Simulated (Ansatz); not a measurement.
C3H5N can be A, `C1=NCC1`, or B, `CCC#N`.

Computed with Ansatz on PBE0-D4/def2-TZVP structures; ΔE is electronic, products minus reactants. CCSD(T)/CBS is the MP2 limit (def2-TZVPP, def2-QZVPP) plus CCSD(T) − MP2 in def2-TZVPP, frozen cores. Functionals use def2-TZVPP. B3LYP here is the variant with VWN-RPA as its local correlation; programs differ in this.

A:

Z-matrix (Å, degrees):
```
C
N 1 1.485
C 1 1.968 2 40.6
C 1 1.547 2 89.1 3 0.0
H 1 1.092 2 112.6 3 -118.0
H 1 1.092 2 112.6 3 118.0
H 3 1.090 2 126.2 1 180.0
H 4 1.092 1 116.3 2 114.7
H 4 1.092 1 116.3 2 -114.7
```

B:

```xyz
9

C    -0.091    0.151   -1.006
C     0.278    0.313    0.466
C    -0.237   -0.770    1.290
N    -0.652   -1.634    1.925
H    -1.174    0.136   -1.137
H     0.315    0.982   -1.583
H     0.312   -0.779   -1.408
H    -0.114    1.254    0.862
H     1.363    0.346    0.592
```

(1) Which is lower in electronic energy at CCSD(T)/CBS, and by how much? (An estimate is asked.)

(2) Give E(B) − E(A) in kJ/mol with B3LYP, BLYP-D4, r2SCAN-D4, B3LYP-D4, HF/def2-TZVPP, MP2/def2-TZVPP, PBE0-D4. (An estimate is asked.)

(3) Does the order hold for the free energy at 298.15 K (harmonic terms from PBE0-D4)? (Best estimate.)

Largest T1 diagnostic: 0.012.

Answers

(1) Computed: B, by 137.3 kJ/mol.

(2) Computed: B3LYP -143.2, BLYP-D4 -143.6, r2SCAN-D4 -131.6, B3LYP-D4 -141.1, HF/def2-TZVPP -163.6, MP2/def2-TZVPP -149.1, PBE0-D4 -118.3. None reverses the order clearly.

(3) Computed: Yes: G(B) − G(A) = -142.6 kJ/mol.

At CCSD(T), def2-SVP lies −8.7 kJ/mol from the extrapolated value and def2-TZVPP −3.6 kJ/mol. In def2-TZVPP, CCSD(T) changes the Hartree–Fock value by +22.6 kJ/mol (the triples alone add +2.9 kJ/mol) and MP2 by +14.5 kJ/mol.
